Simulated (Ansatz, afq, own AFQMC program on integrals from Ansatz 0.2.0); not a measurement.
## Where AFQMC and coupled cluster stand for PF, triplet

```csv
atom,x (Å),y (Å),z (Å)
F,0.0000,0.0000,0.0000
P,0.0000,0.0000,1.4170
```

Basis cc-pVDZ. Only valence electrons are correlated. Ansatz 0.2.0 and our own AFQMC program on the same integrals; the CISD trial comes from CCSD amplitudes, and released means the phaseless constraint is let go. Free AFQMC starts from the CCSD state and is never constrained. Its projection time is finite, and what remains of the start isn't in its error. Error bars are statistical, one sigma.

Determinant: ROHF, the one that the program's search chose, which needn't be the lowest solution. The geometry is a point of a scan.

No full CI on the walks' own integrals is used here; CCSDT(Q) serves as the reference and is uncertain by about the last step of the cluster series.

Cautions: lower spins were not checked; the ph-AFQMC/CISD walk drifts between its halves (2.1 errors).

The T1 diagnostic is 0.0178 and the weight of the determinant in the CISD state is 0.912. The size of the correlated space is 12 electrons in 26 orbitals.

```json
{"level": "MP2", "correlation energy (eV)": "-7.1702"}
{"level": "CCSD", "correlation energy (eV)": "-7.6089"}
{"level": "CCSD(T)", "correlation energy (eV)": "-7.7380"}
```

**Question.** Estimate where phaseless AFQMC with the Hartree–Fock trial lies against CCSD(T) on the same integrals.

**Answer.** 1.17 ± 2.29 mEh above CCSD(T). The gap is under twice the noise, so this walk alone can't tell the two apart.

Reference: CCSDT(Q), correlation energy -7.760 eV. The released energy is read at 2.40 1/Eh (meV from the phaseless value at times in 1/Eh: 4 ± 13 at 0.24, 10 ± 11 at 0.51, -26 ± 14 at 0.99, -2 ± 14 at 1.62, -27 ± 18 at 2.40).

| level | E − E(reference) (mEh) | share of correlation (%) |
| --- | --- | --- |
| CCSD(T) | 0.82 | 99.71 |
| CCSDT | 0.43 | 99.85 |
| ph-AFQMC/HF | 1.99 ± 2.29 | 99.30 |
| ph-AFQMC/CISD | 0.41 ± 0.40 | 99.85 |
| released AFQMC | -0.59 ± 0.66 | 100.21 |
| free AFQMC | 0.70 ± 0.56 | 99.76 |

Free projections are given only where their last times agree within the noise and don't stop above the reference; a slow remainder of the start can still hide under it. A walk keeps the symmetry of its determinant, which the program's search chose and which needn't be the lowest solution, so a lower state of the same spin and another symmetry isn't excluded. Released energies are given only where the last usable release times agree within the noise; a slower fall can still hide under it.
